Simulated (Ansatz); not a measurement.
SiO₂: computed properties

The calculation used DFT r2SCAN, scalar-relativistic, plane waves, PAW in Ansatz 0.2.0.

Cutoff 500 eV; k points 6×6×4 on the computed 12-atom cell (Γ-centred); Gaussian smearing, width 0.02 eV; no spin polarisation.

The structure is relaxed at this level of theory with its symmetry kept. This form isn't the usual stable structure of the compound.

```cif
data_structure
_symmetry_space_group_name_H-M 'P4_32_12'
_symmetry_Int_Tables_number 96
_cell_length_a 4.9834
_cell_length_b 4.9834
_cell_length_c 6.9195
_cell_angle_alpha 90.000
_cell_angle_beta 90.000
_cell_angle_gamma 90.000
_cell_volume 171.84
loop_
_atom_site_label
_atom_site_type_symbol
_atom_site_symmetry_multiplicity
_atom_site_Wyckoff_symbol
_atom_site_fract_x
_atom_site_fract_y
_atom_site_fract_z
_atom_site_occupancy
Si1 Si 4 a 0.80206 0.80206 0.50000 1
O1 O 8 b 0.26169 0.39152 0.81891 1
```

| Item | Value |
| --- | --- |
| Space group | P4_32_12 (No. 96) |
| Volume per atom | 14.32 Å³ |
| Formation energy from the elements' standard states (uncorrected) | -3.015 eV/atom |
| Generalised Kohn–Sham band gap | 6.34 eV, direct at Γ |
| Löwdin character of the top 1 eV of the valence band | O 2p 97 % |
| Löwdin character of the lowest 1 eV of the conduction band | Si 3s 39 %, O 2s 18 %, Si 3p 17 %, unprojected 22 % |
| Electron masses at the edge by Cartesian direction of the standard setting (m_e; degenerate bands sorted by energy; no spin-orbit coupling) | x: 0.54; y: 0.54; z: 0.53 |
| Hole masses at the edge by Cartesian direction of the standard setting (m_e; degenerate bands sorted by energy; no spin-orbit coupling) | x: 2.0; y: 2.0; z: 1.7 |
| Bulk modulus | 14.5 GPa |
| Its pressure derivative | 4.0 |